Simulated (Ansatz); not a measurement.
# CH5O (doublet): from Hartree-Fock to the top rungs at distance O1–H3 along a hydrogen transfer = 1.198 Å, cc-pVDZ

How much of the correlation energy of CH5O (doublet) does each wave-function method recover here?

Method: cc-pVDZ, core rule «outside noble gas», up to 2 orbitals frozen; program: Ansatz 0.2.0, Gaussian basis.

Plan: UHF; CCSD(T) on ROHF; CCSD(T) on UHF; BCCD(T) on ROHF; CISD; CCSDT(Q) on ROHF; CCSDT(Q) on UHF; CASSCF and MRCISD+Q, 3 electrons in 3 orbitals; CASSCF and NEVPT2, 3 electrons in 3 orbitals.

## 1. The geometry

The geometry derives from fragments relaxed apart (PBE0/def2-TZVP) and kept rigid, so it is no stationary point. A hydrogen atom is moved between rigid fragments.

7 atoms, charge 0, spin multiplicity 2.

Atoms are counted from 1 here; the program's logs count them from 0.

Bond lengths: O1–H2 0.960 Å, O1–H3 1.198 Å, C4–H5 1.080 Å, C4–H6 1.080 Å, C4–H7 1.080 Å. Angles: H2–O1–H3 105.1°, H5–C4–H6 120.0°, H5–C4–H7 120.0°, H6–C4–H7 120.0°.

## 2. UHF

Contents of in.yaml:

```yaml
crystal:
  periodic: [false, false, false]
  atoms:
    - {symbol: O, position_ang: [-1.214870, -0.028258, 0.000000]}
    - {symbol: H, position_ang: [-1.464180, 0.898317, 0.000000]}
    - {symbol: H, position_ang: [-0.016870, -0.028258, 0.000000]}
    - {symbol: C, position_ang: [1.392130, -0.028258, 0.000000]}
    - {symbol: H, position_ang: [1.392130, -1.108280, 0.000000]}
    - {symbol: H, position_ang: [1.392130, 0.511753, 0.935327]}
    - {symbol: H, position_ang: [1.392130, 0.511753, -0.935327]}
basis:
  gaussian: {orbitals: cc-pVDZ}
magnetization: {spin_polarized: true, initial_magnetization: 1}
hamiltonian: {xc: hf}
output: {orbitals: {seedname: orbitals}}
```

Launch:

```sh
$ ansatz run in.yaml --threads 1 --pin off --events-out ev --progress --plain --max-ram 4096MiB --backend cpu
```

Further steps of the session: CCSD(T) on ROHF; CCSD(T) on UHF; BCCD(T) on ROHF; CISD; CCSDT(Q) on ROHF; CCSDT(Q) on UHF; CASSCF and MRCISD+Q, 3 electrons in 3 orbitals; CASSCF and NEVPT2, 3 electrons in 3 orbitals.

Before running them: what should the planned runs give, taken together? Wanted: UCCSDT(Q) below the RHF energy; RMP2 from UCCSDT(Q); UMP2 from UCCSDT(Q); RCCSD from UCCSDT(Q); RCCSD(T) from UCCSDT(Q); UCCSD(T) from UCCSDT(Q); RCCSDT(Q) from UCCSDT(Q); NEVPT2 pair from UCCSDT(Q); MRCISD+Q pair from UCCSDT(Q).

**Answer**, as computed:

| quantity | value |
| --- | --- |
| UCCSDT(Q) below the RHF energy | -10.8154 eV |
| RMP2 from UCCSDT(Q) | +1083.7 meV |
| UMP2 from UCCSDT(Q) | +1158.3 meV |
| RCCSD from UCCSDT(Q) | +274.7 meV |
| RCCSD(T) from UCCSDT(Q) | +44.8 meV |
| UCCSD(T) from UCCSDT(Q) | +44.5 meV |
| RCCSDT(Q) from UCCSDT(Q) | +0.8 meV |
| NEVPT2 pair from UCCSDT(Q) | +1046.6 meV |
| MRCISD+Q pair from UCCSDT(Q) | +159.2 meV |
| levels within 1 kcal/mol (43 meV) | RCCSDT, UCCSDT, RCCSDT(Q) |
| T1 diagnostic | 0.026 |

**Reading.** RCCSD(T) misses by +44.8 meV, 0.4 % of the correlation energy. Of the multireference levels listed MRCISD+Q pair comes nearest in total energy (+159.2 meV), which doesn't show that its space is the better one. These misses are within one basis, not against nature; the frozen cores of restricted and unrestricted runs differ, which can shift their rows.
